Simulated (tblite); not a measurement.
# C2H2Br: the cost of one run

Computed with tblite 0.8.0 and PySCF 2.14.0; each step states its level. No surroundings beyond the atoms listed, unless a continuum is named. Atoms count from 0, parts from 1.

## Step 1: Starting point

5 atoms, charge -1, multiplicity 1; geometry: rigid parts in contact. Parts: 1 = atoms 0–3, `C#C`, charge 0; 2 = atom 4, `[Br-]`, charge -1.

## Step 2: Search for minima with GFN2-xTB

What the job is given:

```
{"job": {"kind": "dock", "xc": "GFN2-xTB", "basis": "xTB"}, "charge": -1, "multiplicity": 1, "parts": [{"atoms": "0-3", "charge": 0, "multiplicity": 1}, {"atoms": "4-4", "charge": -1, "multiplicity": 1}]}
C     -0.579710     0.078110     0.118713
C      0.579677    -0.078186    -0.118844
H     -1.599189     0.215373     0.327817
H      1.599221    -0.215297    -0.327686
Br    -3.621987    -0.024454    -1.310976
```

With the program's defaults for keys left out, this is: GFN2-xTB search for minima from random contacts, gas phase.

Command:

```sh
$ OMP_NUM_THREADS=1 python cluster_run.py task.json out
```

The driver reads the jobs from task.json and runs them one after another.

Q: Estimate the wall time of this first job on 1 thread of Arm Neoverse N1, shared host.

About 4 s.
